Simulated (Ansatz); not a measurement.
We consider hcp Hf, described by r²SCAN+rVV10 (plane waves, PAW; Ansatz, a program for electronic structure).

Settings: plane-wave cutoff 500 eV, 30×30×14 k mesh (along the axes of the cell as run), Fermi–Dirac smearing 0.1 eV, scalar-relativistic PAW data made under PBE.

Computed at the level's own relaxed cell.

Q: What does this level give for the volume per atom, lattice constant a and lattice parameter c?

A: 
- volume per atom: 22.10 Å³/atom
- lattice constant a: 3.185 Å
- lattice parameter c: 5.030 Å

Measured, for comparison: lattice constant a 3.194 Å (293 K, not corrected to a static lattice, our sources range from 3.194 to 3.200; as tabulated in Wikipedia's data pages); lattice parameter c 5.051 Å (293 K, not corrected to a static lattice; as tabulated in Wikipedia's data pages). Computed (rounded) less measured: lattice constant a -0.3 % (-0.3 % to -0.5 % over the range), lattice parameter c -0.4 %. A static lattice is as a rule a little smaller and stiffer than an uncorrected measurement, which narrows the difference in the lattice parameter c and would widen misses of the other sign.

Spin–orbit coupling is not included.

Computing time: about 8 core-minutes (a rough figure).
